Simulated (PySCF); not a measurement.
**Ar: ionisation energy**

Ar [Ar] (1S) → Ar+ [Ne] 3s2 3p5 (2P), as a difference of total energies. Calculation: PySCF 2.14, in aug-cc-pV(Q+d)Z with one added diffuse shell each of s, p, d, f, g type (8s7p6d4f3g, 114 functions); no relativity, point nucleus. Correlated levels: valence: [Ne] frozen. The calculations carry no spin-orbit coupling.

| method | ionisation energy (eV) |
| --- | --- |
| UHF | 14.549 |
| LDA | 15.991 |
| PBE | 15.705 |
| PBE0 | 15.715 |
| r2SCAN | 15.754 |
| r2SCANh | 15.741 |
| r2SCAN0 | 15.723 |
| CAM-B3LYP | 15.799 |
| MP2 (valence) | 15.849 |
| SCS-MP2 (valence) | 15.761 |

How much does correlation contribute at MP2 (valence)?

15.849 − (14.549) = 1.300 eV, measured against UHF.

Errors of the correlated levels include the incompleteness of this basis and the frozen core.

For comparison: 15.819 eV (measured; NIST levels, between the centres of gravity of the two terms).
